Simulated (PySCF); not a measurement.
**Stretching BF**

Set-up: PySCF, no relativity, basis sets B def2-TZVPP, F def2-TZVPP. Energies in eV from B + F in their ground configurations at the same level. State: ¹Σ⁺ (singlet), closed shell.

All columns are HSE06. A positive dipole means B(−)F(+).

```tsv
R (Å)	E (eV)	μ (D)	Mulliken charge on B (basis-dependent)	HOMO (eV)	LUMO (eV)	Mayer bond order	⟨S²⟩
1.088	-6.545	1.80	-0.08	-7.11	-0.51	1.85	0.00
1.139	-7.217	1.59	-0.02	-7.25	-0.79	1.74	0.00
1.189	-7.587	1.36	0.03	-7.39	-1.05	1.62	0.00
1.227	-7.718	1.18	0.07	-7.50	-1.24	1.54	0.00
1.265	-7.755	1.00	0.11	-7.62	-1.43	1.47	0.00
1.303	-7.718	0.80	0.14	-7.74	-1.60	1.40	0.00
1.354	-7.585	0.52	0.17	-7.90	-1.83	1.31	0.00
1.417	-7.326	0.16	0.21	-8.11	-2.10	1.24	0.00
1.493	-6.934	-0.29	0.25	-8.35	-2.40	1.17	0.00
1.594	-6.349	-0.91	0.29	-8.66	-2.76	1.10	0.00
```

A fit through these points gives, at Re = 1.263 Å, μ = 1.00 D and dμ/dR = -5.07 D/Å; the reduced mass is 6.97 u.

How strong is the fundamental in the double-harmonic approximation, I = 42.26·(dμ/dR)²/μred km/mol?

I = 42.26·(-5.07)²/6.97 = 156 km/mol at HSE06.
